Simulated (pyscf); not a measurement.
Single points on ωB97X-D3(BJ)/def2-SVP structures (PySCF, gas phase). Correlated levels are frozen-core, on RHF or UHF. ΔMP2 is the change of the MP2 total energy from the triple- to the quadruple-zeta basis.

For the elementary gas-phase step H₂S (SMILES S) + Cl–GaH₂ (SMILES [Cl][GaH2]) → HS–GaH₂ (SMILES [SH][GaH2]) + HCl (SMILES Cl) (singlet surface; H–S, Cl–Ga broken, Ga–S, Cl–H formed), what barrier and reaction energy does CCSD(T)/def2-TZVPP + ΔMP2(QZVPP) give, measured from the separated reactants?

ΔE‡ = 4.9 kcal/mol, ΔE = +6.0 kcal/mol. Zero-point energy shifts the barrier by +0.3 kcal/mol. It is a four-centre exchange, with an imaginary mode of 564i cm⁻¹. On the reactant side the descent ends in an adduct with a Ga–S contact, 15.8 kcal/mol under the separated species and 17.5 kcal/mol under the saddle at ωB97X-D3(BJ)/def2-TZVP. On the product side the descent ends in a complex, 7.4 kcal/mol under the separated species and 2.8 kcal/mol under the saddle at ωB97X-D3(BJ)/def2-TZVP. At CCSD(T) the saddle lies under the separated products, which points to a path from their complex (located at ωB97X-D3(BJ) alone), and parting the products costs more than the saddle. What is counted as formed (Ga–S) is already present as a longer contact in the reactant adduct; forming that adduct is a step of its own. At ωB97X-D3(BJ) the barrier from the zero used here is 1.7 kcal/mol. One saddle was located; it need not be the lowest between these sides. The CCSD(T) − MP2 part came from Ansatz, without density fitting, on the same reference. The frozen core leaves the outer d or s,p core shells of the metals and heavy elements correlated in the MP2 and CC values, and def2-TZVPP describes them poorly, which can shift differences by a few kcal/mol. Elements up to Kr have no core potential and no relativistic terms here.
